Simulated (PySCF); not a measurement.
Cartesian coordinates (Å):
SMILES: [NH2]
```xyz
3

N     -0.0013     0.4482     0.0000
H      0.8033    -0.2218     0.0000
H     -0.8020    -0.2264     0.0000
```
Charge 0, spin multiplicity 2.

Task: What is the computed highest occupied spin orbital, total energy and dipole moment (PySCF 2.14.0 with TPSSh-D3(BJ)/def2-TZVP // PBE-D3(BJ)/def2-SVP)?

Result: 
```yaml
highest_occupied_spin_orbital: -7.98 eV
total_energy: -55.9039 Ha
dipole_moment: 1.93 D
```
